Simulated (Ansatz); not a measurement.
bcc Nb, treated with LDA (PAW; Ansatz, a first-principles code).

Numerical settings: plane-wave cutoff 520 eV, 24×24×24 k mesh, Fermi–Dirac smearing 0.05 eV, no spin polarisation, scalar-relativistic PAW data made under PBE.

A third-order Birch–Murnaghan fit to the energies gives V0 = 17.118 Å³/atom, B0 = 191 GPa, B′ = 3.8.

```json
[
 {"V (Å³/atom)": "16.093", "P (GPa)": "13.27"},
 {"V (Å³/atom)": "16.435", "P (GPa)": "8.40"},
 {"V (Å³/atom)": "16.778", "P (GPa)": "3.99"},
 {"V (Å³/atom)": "17.120", "P (GPa)": "-0.02"},
 {"V (Å³/atom)": "17.462", "P (GPa)": "…"},
 {"V (Å³/atom)": "17.805", "P (GPa)": "…"},
 {"V (Å³/atom)": "18.147", "P (GPa)": "…"}
]
```

Estimate the withheld pressures from this fit; the answers are the runs' own values.


- 17.462, P (GPa): -3.66
- 17.805, P (GPa): -6.97
- 18.147, P (GPa): -9.98

The formula P = (3/2) B0 (x^(7/3) − x^(5/3)) [1 + (3/4)(B′ − 4)(x^(2/3) − 1)] with x = V0/V meets the computed pressures within 0.01 GPa when these rounded values are put in.

Measured, for comparison: bulk modulus 173 GPa (0 K value with the zero-point phonon effect removed; as tabulated in Mejia-Rodriguez and Trickey (2018), arXiv:1807.09216); equilibrium volume per atom 17.87 Å³/atom (static lattice: zero-point anharmonic expansion removed; as tabulated in Mejia-Rodriguez and Trickey (2018), arXiv:1807.09216). Computed (rounded) less measured: bulk modulus +10 %, equilibrium volume per atom -4.2 %.

Static lattice: no zero-point or thermal effects.
